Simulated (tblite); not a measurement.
Compound: C6H7 (doublet state).
Atom-mapped SMILES: `[H]/[C:1]=[C:2](/[CH3:3])[C:4]#[C:5][CH3:6]` (hydrogens: H7 on C1; H8, H9, H10 on C3; H11, H12, H13 on C6)

Computed geometry: GFN2-xTB, gas phase. This method treats the open shell by occupation alone, without spin polarisation.

Problem. Give the optimised bond lengths and angles.

Solution. 
| bond | length (bohr) | order |
| --- | --- | --- |
| C1=C2 | 2.466 | double |
| C2–C3 | 2.842 | single |
| C2–C4 | 2.703 | single |
| C4≡C5 | 2.274 | triple |
| C5–C6 | 2.732 | single |
| C1–H7 | 2.013 | single |
| C3–H8, C3–H9, C3–H10 | 2.057 | single |
| C6–H11, C6–H12, C6–H13 | 2.060 | single |

Bonds in one row agree within 0.02 bohr and their mean is given. Orders are formal, as drawn. A selection of angles:
| angle | degrees |
| --- | --- |
| C2–C1–H7 | 137.5 |
| C1–C2–C3 | 125.1 |
| C1–C2–C4 | 119.1 |
| C3–C2–C4 | 115.8 |
| C2–C3–H8 | 110.3 |
| H8–C3–H9 | 109.3 |
| H9–C3–H10 | 108.1 |
| C2–C4–C5 | 177.6 |
| C4–C5–C6 | 178.2 |
| C5–C6–H11 | 110.2 |
| H11–C6–H12 | 108.9 |

C2 (carbon bonded to 3 C) is planar (angles 125.1°, 119.1° and 115.8°, sum 360.0°, 0.00 Å off the plane of its three neighbours). The 6 heavy atoms lie in one plane (0.001 Å rms). C1 (carbon bonded to C and H) is bent (angle 137.5°). The 5 C–C bonds span 1.203 Å (C4≡C5, drawn triple) to 1.504 Å (C2–C3, drawn single), a spread of 0.301 Å.

GFN2-xTB frequencies show an imaginary mode (24i cm⁻¹), so the point is no minimum at that level.
